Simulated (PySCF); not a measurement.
Bonds (- single, = double, # triple, : aromatic): C1-C2 1.488 Å, C2:C3 1.364 Å, C3:S4 1.706 Å, S4:C5 1.714 Å, C5:N6 1.295 Å, N6:C2 1.370 Å. C1 carries H7, H8, H9; C3 carries H10; C5 carries H11.

Geometry: PBE0-D3(BJ)/def2-TZVP; GIAO shifts from PySCF 2.14, gas phase, non-relativistic, averaged over equivalent atoms.

At KT3/pcSseg-2 (293 basis functions, 46 s wall time on 1 thread of an AMD EPYC 7R43 64-Core, shared host):
```json
{"atoms": "C2", "δ (ppm)": "154.2"}
{"atoms": "C5", "δ (ppm)": "147.3"}
{"atoms": "C3", "δ (ppm)": "111.2"}
{"atoms": "C1", "δ (ppm)": "19.9"}
{"atoms": "S4", "δ (ppm)": "273.6"}
{"atoms": "N6", "δ (ppm)": "346.1"}
{"atoms": "H11", "δ (ppm)": "8.51"}
{"atoms": "H10", "δ (ppm)": "6.78"}
{"atoms": "H7/H8/H9", "δ (ppm)": "2.59"}
```

References, each an isolated molecule treated in the same way: $^{13}$C (σref 183.24) and $^{1}$H (σref 31.63) vs TMS; $^{33}$S (σref 535.12) against CS2; NH3 for $^{15}$N (σref 261.05).

Estimate the result of repeating the calculation with B97-2/pcSseg-2.

Answers


```tsv
atoms	δ at B97-2/pcSseg-2	change
C2	162.9	+8.7
C5	159.3	+12.0
C3	119.3	+8.1
C1	20.3	+0.4
S4	285.4	+11.8
N6	365.1	+19.0
H11	8.67	+0.16
H10	6.89	+0.11
H7/H8/H9	2.57	-0.02
```

Referencing at the same level of theory: TMS for $^{13}$C (185.38 ppm), $^{1}$H (31.64 ppm); CS2 for $^{33}$S (517.10 ppm); $^{15}$N (261.75 ppm) vs NH3.

The largest change is at N6 (pyridine-type nitrogen of an azole). Cost: 293 basis functions, 27 s wall time on 1 thread of an AMD EPYC 7R43 64-Core, shared host. The order of the carbon signals is the same at both levels.

Experimental scales use liquid or dissolved standards, which lie at an offset from isolated NH3 (liquid NH3: subtract about 20 ppm). Unscaled 15N shifts of sp2 nitrogen come out 20 to 40 ppm too high even then.
